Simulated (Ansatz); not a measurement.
**H₂Si–GeH, doublet: vertical spin and charge gaps**

Geometry (PBE0/def2-TZVP stationary point for this spin, not checked as a minimum):

```csv
atom,x (Å),y (Å),z (Å)
Si,0.0000,0.0181,1.6516
Ge,0.0000,-0.0284,-0.7002
H,0.0000,1.1857,2.5806
H,0.0000,-1.2094,2.4992
H,0.0000,1.5656,-0.6371
```

Basis cc-pVDZ; Ansatz 0.2.0. Correlated methods freeze the noble-gas cores and the filled d shells of p-block atoms. Prefix R: restricted or restricted open-shell reference; prefix U: unrestricted. No spin–orbit coupling is included, and no scalar relativity.

Gaps are energies of the second state less the first, at fixed atoms, for a selection of the levels run; each method lands on the state that its own search finds for that charge and spin.

For open shells CISD is restricted-active-space CI with the open shells as a complete middle space.

**Question.** PBE gives 8.780 eV for removing an electron, to the triplet. Estimate what UCCSDT(Q) gives in cc-pVDZ.

**Answer.** UCCSDT(Q) in cc-pVDZ gives 8.562 eV, so against it PBE is off by 0.218 eV, of which a good part can be the reference's own basis and frozen-core error.

| level | gap (eV) | error (meV) |
| --- | --- | --- |
| UHF | 7.819 | -743 |
| UMP2 | 8.483 | -79 |
| CISD | 8.426 | -136 |
| UCCSD | 8.551 | -11 |
| UCCSD(T) | 8.567 | 5 |
| BCCD(T) | 8.573 | 11 |
| UCCSDT | 8.560 | -2 |
| r2SCAN | 8.797 | 235 |
| PBE0 | 8.812 | 250 |
| B3LYP | 8.907 | 345 |
| wB97M-V | 8.816 | 254 |
| B2PLYP | 8.732 | 170 |
| RPA-PBE | 8.742 | 180 |

**Question.** PBE gives 2.492 eV for quartet less doublet. Estimate what UCCSDT(Q) gives in cc-pVDZ.

**Answer.** UCCSDT(Q) in cc-pVDZ gives 2.329 eV, so against it PBE is off by 0.163 eV, of which a good part can be the reference's own basis and frozen-core error.

```
   level  gap (eV)  error (meV)
     UHF     1.707         -622
    CISD     2.192         -137
   UCCSD     2.287          -42
UCCSD(T)     2.322           -7
  UCCSDT     2.326           -3
  r2SCAN     2.271          -58
 wB97X-V     2.577          248
  B2PLYP     2.528          199
 RPA-PBE     2.480          151
```

In so small a basis the reference is far from its limit while semilocal and hybrid functionals are nearer theirs (RPA and double hybrids share part of the reference's basis error), so the functionals' errors here hold much of the reference's basis and frozen-core error, which can add to them or hide them.

Full CI isn't at hand for all of this; UCCSDT(Q) serves as the reference, and is uncertain by the last step of the cluster series or more. The frozen core follows each run's orbitals, which can shift R against U totals by a few meV for light atoms and by up to 0.1 eV past Ca.
